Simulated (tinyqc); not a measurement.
CCD on RHF in the sto-3g basis, for BH2+, spin multiplicity 1, step by step (part 2 of 2). Computed by tinyqc, a small Python program that keeps every step (integrals from PySCF). Command: `OMP_NUM_THREADS=1 python tinyqc.py 22563 22564 out.jsonl` (the two numbers bound the seeds that draw the settings). One thread of a shared host (Intel(R) Xeon(R) Processor @ 2.60GHz), about 0.1 s of CPU time with the checks.

Geometry (angstrom):

| atom | x | y | z |
|---|---|---|---|
| B | 0.00000 | 0.00000 | 0.00000 |
| H | 0.00000 | 0.95500 | 0.55300 |
| H | 0.00000 | -0.95500 | 0.55300 |

## CCD: amplitude update 3

Amplitudes after update 2 (spin orbitals 1a, 1b, ...; amplitudes related by a flip of all spins are not repeated; the 24 largest):

| from | to | t |
|---|---|---|
| 2a 2b | 5a 5b | -0.06151 |
| 3a 3b | 7a 7b | -0.05579 |
| 2a 2b | 4a 4b | -0.05379 |
| 2a 2b | 6a 6b | -0.03871 |
| 3a 3b | 6a 6b | -0.03798 |
| 2a 3b | 4a 7b | 0.03595 |
| 2a 3b | 6a 7b | -0.03366 |
| 3a 3b | 4a 4b | -0.03315 |
| 2a 3b | 6b 7a | 0.02856 |
| 2a 2b | 7a 7b | -0.02570 |
| 2a 3b | 4b 7a | -0.02368 |
| 3a 3b | 4a 6b | 0.01967 |
| 3a 3b | 5a 5b | -0.01373 |
| 2a 3a | 4a 7a | 0.01227 |
| 2a 3a | 6a 7a | -0.00510 |
| 1a 2b | 5a 5b | -0.00262 |
| 1a 1b | 6a 6b | -0.00178 |
| 1a 2b | 4a 4b | -0.00163 |
| 1a 1b | 4a 4b | -0.00157 |
| 1a 2b | 4a 6b | -0.00154 |
| 1a 2b | 4b 6a | 0.00152 |
| 1a 1b | 5a 5b | -0.00127 |
| 1a 1b | 7a 7b | -0.00120 |
| 2a 2b | 4a 6b | 0.00107 |

Two-electron integrals over orbitals (pq|rs), unique and non-zero (hartree):
```
(11|11) 2.89042    (21|11) -0.25697   (21|21) 0.03659    (22|11) 0.63321
(22|21) -0.00723   (22|22) 0.50129    (31|31) 0.00984    (32|31) 0.01678
(32|32) 0.14706    (33|11) 0.59200    (33|21) -0.00356   (33|22) 0.49131
(33|33) 0.51034    (41|11) 0.14360    (41|21) -0.01698   (41|22) 0.01598
(41|33) 0.00768    (41|41) 0.02693    (42|11) -0.05334   (42|21) 0.00701
(42|22) 0.03552    (42|33) 0.01978    (42|41) 0.01361    (42|42) 0.06287
(43|31) -0.00295   (43|32) 0.01367    (43|43) 0.02829    (44|11) 0.71917
(44|21) -0.01367   (44|22) 0.44544    (44|33) 0.44396    (44|41) -0.01164
(44|42) -0.06354   (44|44) 0.60087    (51|51) 0.02172    (52|51) 0.02171
(52|52) 0.07366    (53|53) 0.02113    (54|51) -0.01212   (54|52) -0.03091
(54|54) 0.04483    (55|11) 0.74200    (55|21) -0.00980   (55|22) 0.47991
(55|33) 0.45841    (55|41) 0.00502    (55|42) -0.02634   (55|44) 0.51574
(55|55) 0.58677    (61|11) -0.20588   (61|21) 0.03209    (61|22) 0.00031
(61|33) -0.00033   (61|41) -0.00482   (61|42) 0.01355    (61|44) -0.01809
(61|55) -0.00499   (61|61) 0.03367    (62|11) 0.19381    (62|21) -0.00675
(62|22) 0.04358    (62|33) 0.00947    (62|41) 0.01293    (62|42) -0.00197
(62|44) 0.05996    (62|55) 0.09412    (62|61) 0.00043    (62|62) 0.08691
(63|31) 0.00005    (63|32) -0.07013   (63|43) -0.01891   (63|63) 0.07385
(64|11) 0.07159    (64|21) 0.00044    (64|22) 0.02139    (64|33) 0.00483
(64|41) 0.00548    (64|42) 0.00524    (64|44) 0.03252    (64|55) 0.02860
(64|61) 0.00390    (64|62) 0.03962    (64|64) 0.02538    (65|51) 0.01824
(65|52) 0.05441    (65|54) -0.01575   (65|65) 0.04806    (66|11) 0.64398
(66|21) -0.00668   (66|22) 0.51334    (66|33) 0.50075    (66|41) 0.02376
(66|42) 0.05920    (66|44) 0.42443    (66|55) 0.47011    (66|61) 0.00541
(66|62) 0.02855    (66|64) 0.01843    (66|66) 0.56439    (71|31) 0.01476
(71|32) 0.02125    (71|43) -0.00524   (71|63) 0.00077    (71|71) 0.02242
(72|31) 0.00630    (72|32) -0.02769   (72|43) -0.03025   (72|63) 0.05152
(72|71) 0.00949    (72|72) 0.05394    (73|11) 0.20501    (73|21) -0.00740
(73|22) 0.01893    (73|33) 0.01923    (73|41) -0.00270   (73|42) -0.05196
(73|44) 0.10160    (73|55) 0.09304    (73|61) -0.00813   (73|62) 0.06520
(73|64) 0.02599    (73|66) -0.01872   (73|73) 0.10623    (74|31) -0.01022
(74|32) -0.06933   (74|43) 0.01304    (74|63) 0.03433    (74|71) -0.01445
(74|72) 0.00311    (74|74) 0.05609    (75|53) 0.01612    (75|75) 0.01757
(76|31) 0.01062    (76|32) 0.11756    (76|43) 0.02567    (76|63) -0.08083
(76|71) 0.01324    (76|72) -0.05047   (76|74) -0.05257   (76|76) 0.12217
(77|11) 0.67006    (77|21) -0.00973   (77|22) 0.48501    (77|33) 0.50606
(77|41) 0.00400    (77|42) 0.00308    (77|44) 0.47709    (77|55) 0.47173
(77|61) -0.00795   (77|62) 0.00650    (77|64) 0.00119    (77|66) 0.50486
(77|73) 0.02826    (77|77) 0.53216
```

orbital energies (hartree): MO1 -7.97197, MO2 -1.04176, MO3 -0.88861, MO4 -0.26546, MO5 -0.19397, MO6 0.41316, MO7 0.41564

t_ij^ab D_ij^ab are set to the remaining terms of the spin-orbital equations, evaluated with the old amplitudes; for the doubles these are <ij||ab> + 1/2 <ab||ef> t_ij^ef + 1/2 <mn||ij> t_mn^ab + P(ij)P(ab) <mb||ej> t_im^ae + terms in t^2, D the orbital-energy denominators. DIIS then mixes the stored amplitudes.

DIIS coefficients: -0.58404  1.58404

Amplitudes after update 3 (spin orbitals 1a, 1b, ...; amplitudes related by a flip of all spins are not repeated; the 24 largest):

| from | to | t |
|---|---|---|
| 2a 2b | 5a 5b | -0.06425 |
| 3a 3b | 7a 7b | -0.05752 |
| 2a 2b | 4a 4b | -0.05488 |
| 2a 2b | 6a 6b | -0.03948 |
| 3a 3b | 6a 6b | -0.03901 |
| 2a 3b | 4a 7b | 0.03749 |
| 3a 3b | 4a 4b | -0.03542 |
| 2a 3b | 6a 7b | -0.03476 |
| 2a 3b | 6b 7a | 0.02983 |
| 2a 2b | 7a 7b | -0.02673 |
| 2a 3b | 4b 7a | -0.02531 |
| 3a 3b | 4a 6b | 0.02240 |
| 2a 3a | 4a 7a | 0.01218 |
| 3a 3b | 5a 5b | -0.01107 |
| 2a 3a | 6a 7a | -0.00493 |
| 1a 2b | 5a 5b | -0.00259 |
| 1a 1b | 6a 6b | -0.00178 |
| 1a 2b | 4a 4b | -0.00161 |
| 1a 1b | 4a 4b | -0.00156 |
| 1a 2b | 4a 6b | -0.00153 |
| 1a 2b | 4b 6a | 0.00150 |
| 1a 1b | 5a 5b | -0.00125 |
| 1a 1b | 7a 7b | -0.00120 |
| 2a 2b | 4a 6b | 0.00107 |

correlation energy = -0.0382848 hartree

## CCD: convergence

E_corr = 1/4 sum <ij||ab> t_ij^ab; stop when the norm of the change is below 1e-8.

Course of the amplitude iterations:

| update | correlation energy (hartree) | norm of the change |
|---|---|---|
| 0 | -0.0266339 | - |
| 1 | -0.0345321 | 6.79e-02 |
| 2 | -0.0369996 | 2.37e-02 |
| 3 | -0.0382848 | 9.57e-03 |
| 4 | -0.0382783 | 2.00e-03 |
| 5 | -0.0382795 | 3.60e-04 |
| 6 | -0.0382787 | 4.69e-05 |
| 7 | -0.0382786 | 1.64e-05 |
| 8 | -0.0382788 | 2.86e-06 |
| 9 | -0.0382788 | 7.72e-07 |
| 10 | -0.0382788 | 3.08e-07 |
| 11 | -0.0382788 | 1.23e-07 |
| 12 | -0.0382788 | 2.41e-08 |
| 13 | -0.0382788 | 7.53e-09 |

Converged amplitudes (spin orbitals 1a, 1b, ...; amplitudes related by a flip of all spins are not repeated; the 24 largest):

| from | to | t |
|---|---|---|
| 2a 2b | 5a 5b | -0.06479 |
| 3a 3b | 7a 7b | -0.05729 |
| 2a 2b | 4a 4b | -0.05444 |
| 2a 2b | 6a 6b | -0.03935 |
| 3a 3b | 6a 6b | -0.03897 |
| 2a 3b | 4a 7b | 0.03762 |
| 3a 3b | 4a 4b | -0.03635 |
| 2a 3b | 6a 7b | -0.03470 |
| 2a 3b | 6b 7a | 0.02973 |
| 2a 2b | 7a 7b | -0.02676 |
| 2a 3b | 4b 7a | -0.02539 |
| 3a 3b | 4a 6b | 0.02298 |
| 2a 3a | 4a 7a | 0.01223 |
| 3a 3b | 5a 5b | -0.00945 |
| 2a 3a | 6a 7a | -0.00497 |
| 1a 2b | 5a 5b | -0.00259 |
| 1a 1b | 6a 6b | -0.00178 |
| 1a 2b | 4a 4b | -0.00161 |
| 1a 1b | 4a 4b | -0.00156 |
| 1a 2b | 4a 6b | -0.00154 |
| 1a 2b | 4b 6a | 0.00151 |
| 1a 1b | 5a 5b | -0.00125 |
| 1a 1b | 7a 7b | -0.00120 |
| 1a 2b | 7a 7b | -0.00106 |

CCD total energy = -25.1518512 hartree

Converged in 13 updates, with DIIS from the third.
